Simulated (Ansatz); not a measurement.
`O[Si]F` + NH₃ → `N[Si]O` + H–F at 500 K and 1 bar (ligand exchange at the Si–F bond).

Computed with Ansatz on PBE0-D4/def2-TZVP structures; ΔE is electronic, products minus reactants. CCSD(T)/CBS is frozen-core, at the limit of the def2 triple- and quadruple-zeta sets. One conformer a species, not always the lowest.

| species | CCSD(T)/CBS energy (Eh) | H − E (kJ/mol) | S (J/(mol·K)) |
| --- | --- | --- | --- |
| `O[Si]F` | -464.72370 | 66.8 | 297.2 |
| NH₃ | -56.50568 | 108.2 | 211.8 |
| `N[Si]O` | -420.80313 | 134.7 | 316.7 |
| H–F | -100.39431 | 39.4 | 188.7 |

H − E and S are ideal-gas, rigid-rotor, harmonic terms from PBE0-D4/def2-TZVP, for one conformer and one mirror image of each species. 1 Eh = 2625.50 kJ/mol, R = 8.31446 J/(mol·K).

By hand: ΔE, ΔH, ΔS and ΔG.

ΔE = (-420.80313) + (-100.39431) − (-464.72370) − (-56.50568) = 0.03194 Eh = 83.9 kJ/mol. Δ(H − E) = 134.7 + 39.4 − 66.8 − 108.2 = -0.9, so ΔH = 83.0 kJ/mol. ΔS = 316.7 + 188.7 − 297.2 − 211.8 = -3.6 J/(mol·K). ΔG = 83.0 − 500 × (-3.6)/1000 = 84.8 kJ/mol.

By hand: the equilibrium constant, and the temperature at which ΔG would vanish if ΔH and ΔS stayed fixed.

log₁₀ K = −ΔG/(RT ln 10) = -8.9. ΔH and −TΔS have one sign here, so there is no such temperature.

The number of gas molecules stays the same, so ΔS is small and ΔH decides. A doubt of 5 kJ/mol in ΔE shifts log₁₀ K by 0.5 here. Other conformers and mirror images would add mixing entropy, several J/(mol·K) or more a flexible species. These are equilibria of isolated gas molecules and say nothing of rates. Largest T1 diagnostic: 0.015 (customary marks: 0.02 for closed shells, 0.045 for open ones).

ΔS is within the doubt of such terms, so its sign, and with it that verdict, could turn.
